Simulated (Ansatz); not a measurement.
Geometry optimisation, Ansatz 0.2.0, RKS B3LYP-D4/def2-SVP.

The input (input.yaml):

```yaml
crystal:
  periodic: [false, false, false]
  atoms:
    - { symbol: C, position_ang: [-1.5927, 0.6623, 1.0568] }
    - { symbol: S, position_ang: [0.0563, 1.233, 0.7299] }
    - { symbol: C, position_ang: [0.3986, 0.2039, -0.7408] }
    - { symbol: C, position_ang: [0.7492, -1.2381, -0.3356] }
    - { symbol: S, position_ang: [1.9185, 0.8551, -1.5645] }
    - { symbol: H, position_ang: [-2.059, 1.3306, 1.8511] }
    - { symbol: H, position_ang: [-1.6453, -0.3375, 1.3592] }
    - { symbol: H, position_ang: [-2.2192, 0.8655, 0.147] }
    - { symbol: H, position_ang: [-0.3909, 0.2844, -1.3991] }
    - { symbol: H, position_ang: [0.9253, -1.8557, -1.1866] }
    - { symbol: H, position_ang: [1.4847, -1.352, 0.41] }
    - { symbol: H, position_ang: [-0.2005, -1.6883, 0.1299] }
    - { symbol: H, position_ang: [2.5955, 1.0023, -0.4425] }
basis:
  gaussian: { orbitals: def2-SVP }
hamiltonian:
  xc: b3lyp
  dispersion: d4
relax:
  f_tol: 0.02
  max_steps: 50
```

Command:

```bash
$ ansatz run input.yaml --threads 2 --pin off --max-ram 3072MiB --backend cpu --events-out ev --progress --plain --runs-dir out
```

Task: Where does it end, and by what steps?

Result: The run converged. After 7 steps the energy has fallen by 0.524 eV; H8 moved furthest, 0.35 Å.

```csv
step,energy less start (eV),largest force component (eV/Å),accepted
0,0.0000,4.186,yes
1,-0.4554,0.838,yes
2,-0.5125,0.310,yes
3,-0.5197,0.169,yes
4,-0.5222,0.052,yes
5,-0.5233,0.031,yes
6,-0.5239,0.039,yes
7,-0.5241,0.019,yes
```

```xyz
13
Properties=species:S:1:pos:R:3
C -1.626 0.644 1.101
S -0.038 1.385 0.590
C 0.465 0.251 -0.768
C 0.626 -1.202 -0.340
S 1.986 0.940 -1.527
H -2.069 1.342 1.827
H -1.498 -0.335 1.588
H -2.314 0.547 0.245
H -0.282 0.333 -1.575
H 0.954 -1.817 -1.192
H 1.374 -1.288 0.465
H -0.325 -1.614 0.034
H 2.768 0.779 -0.432
```

Whether the end is a true minimum wasn't checked by a vibrational analysis.

The run took 13 s on 2 threads of AMD EPYC 9R45 96-Core Processor (Zen 5), on a shared host, peak memory 0.31 GiB.
